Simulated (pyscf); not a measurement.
This saddle point was located with ωB97X-D3(BJ)/def2-SVP in PySCF.

```
Ti
N 1 1.6931
H 2 1.0173 1 163.93
H 2 1.3753 3 122.52 1 -170.73
O 4 1.2334 2 137.63 3 167.83
H 5 0.9663 4 117.80 2 121.37
Cl 1 2.2032 2 113.75 3 -49.92
Cl 1 2.2074 2 111.85 3 84.74
```
Charge 0, spin multiplicity 1.

Surface: singlet, charge 0. Lowest wavenumbers (cm⁻¹): 1643i, 101, 108, 144, 182.

What reaction is this the transition state of?

HN=Ti(Cl)–Cl (SMILES [NH]=[Ti]([Cl])[Cl]) + H₂O (SMILES O) <-> H₂N–Ti(OH)(Cl)–Cl (SMILES [NH2][Ti]([OH])([Cl])[Cl]), an addition across a multiple bond or ene-type step read from left to right: H–O broken and H–N, O–Ti formed. At ωB97M-D3(BJ)/def2-TZVP it lies -17.0 kcal/mol from the left side and +47.4 kcal/mol from the right (each side as separated species at their lowest minima found). On the reactant side the descent ends in an adduct with a O–Ti contact, 34.1 kcal/mol under the separated species and 15.3 kcal/mol under the saddle at ωB97X-D3(BJ)/def2-TZVP. At ωB97M-D3(BJ) the saddle lies under the separated reactants, which points to a path from their complex (located at ωB97X-D3(BJ) alone). What is counted as formed (O–Ti) is already present as a longer contact in the reactant adduct; forming that adduct is a step of its own. At the saddle there is also a short H–Ti contact that neither side keeps. This is the saddle that the search found; another between the same sides may lie lower.
